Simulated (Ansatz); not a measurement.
# H₂O (triplet): the correlation ladder at distance H1–H2 along a hydrogen transfer = 0.960 Å, cc-pVTZ

Aim: climb from Hartree-Fock through coupled cluster and multireference methods for H₂O (triplet) at one geometry and basis, and see what each rung misses.

The runs use Ansatz 0.2.0, Gaussian basis; cc-pVTZ, core rule «outside noble gas», up to 1 orbitals frozen.

To be run: UHF; CCSD(T) on ROHF; CCSD(T) on UHF; BCCD(T) on ROHF; CISD; CCSDT(Q) on ROHF; CCSDT(Q) on UHF; CASSCF and NEVPT2, 4 electrons in 4 orbitals; CASSCF and MRCISD+Q, 8 electrons in 6 orbitals; CASSCF and NEVPT2, 8 electrons in 6 orbitals.

11 further runs of the same task are left out: 1 for a mislabelled method, 9 that didn't finish, 1 set aside as unsound or not needed.

### Step 1. What is computed

The geometry derives from fragments relaxed apart (PBE0/def2-TZVP) and kept rigid, so it is no stationary point. A hydrogen atom is moved between rigid fragments.

3 atoms, charge 0, spin multiplicity 3.

Atoms are counted from 1 here; the program's logs count them from 0.

No contacts short enough for the rule that draws bonds.

### Step 2. UHF

Contents of in.yaml:

```yaml
crystal:
  periodic: [false, false, false]
  atoms:
    - {symbol: H, position_ang: [0.000000, 0.000000, -1.065333]}
    - {symbol: H, position_ang: [0.000000, 0.000000, -0.105333]}
    - {symbol: O, position_ang: [0.000000, 0.000000, 1.170667]}
basis:
  gaussian: {orbitals: cc-pVTZ}
magnetization: {spin_polarized: true, initial_magnetization: 2}
hamiltonian: {xc: hf}
output: {orbitals: {seedname: orbitals}}
```

On the command line:

```
> ansatz run in.yaml --threads 1 --pin off --events-out ev --progress --plain --max-ram 2393MiB
```

After this run come: CCSD(T) on ROHF; CCSD(T) on UHF; BCCD(T) on ROHF; CISD; CCSDT(Q) on ROHF; CCSDT(Q) on UHF; CASSCF and NEVPT2, 4 electrons in 4 orbitals; CASSCF and MRCISD+Q, 8 electrons in 6 orbitals; CASSCF and NEVPT2, 8 electrons in 6 orbitals.

Before running them: what should the planned runs give, taken together? Wanted: UCCSDT(Q) below the RHF energy; RMP2 from UCCSDT(Q); UMP2 from UCCSDT(Q); RCCSD from UCCSDT(Q); RCCSD(T) from UCCSDT(Q); UCCSD(T) from UCCSDT(Q); RCCSDT(Q) from UCCSDT(Q); NEVPT2 pair from UCCSDT(Q); NEVPT2 valence from UCCSDT(Q).

**Answer**, as computed:

| quantity | value |
| --- | --- |
| UCCSDT(Q) below the RHF energy | -6.6964 eV |
| RMP2 from UCCSDT(Q) | +953.4 meV |
| UMP2 from UCCSDT(Q) | +885.5 meV |
| RCCSD from UCCSDT(Q) | +182.5 meV |
| RCCSD(T) from UCCSDT(Q) | +25.0 meV |
| UCCSD(T) from UCCSDT(Q) | +22.0 meV |
| RCCSDT(Q) from UCCSDT(Q) | +2.1 meV |
| NEVPT2 pair from UCCSDT(Q) | +650.8 meV |
| NEVPT2 valence from UCCSDT(Q) | +948.2 meV |
| MRCISD+Q valence from UCCSDT(Q) | +74.9 meV |
| levels within 1 kcal/mol (43 meV) | RCCSD(T), UCCSD(T), BCCD(T), RCCSDT, UCCSDT, RCCSDT(Q) |
| T1 diagnostic | 0.054 |
| effectively unpaired electrons | 2.02 |

RCCSD(T) misses by +25.0 meV, 0.4 % of the correlation energy. The occupations are near whole numbers, but T1 = 0.054 shows that the orbitals relax strongly. Of the multireference levels listed MRCISD+Q valence comes nearest in total energy (+74.9 meV), which doesn't show that its space is the better one. These misses are within one basis, not against nature; the frozen cores of restricted and unrestricted runs differ, which can shift their rows.
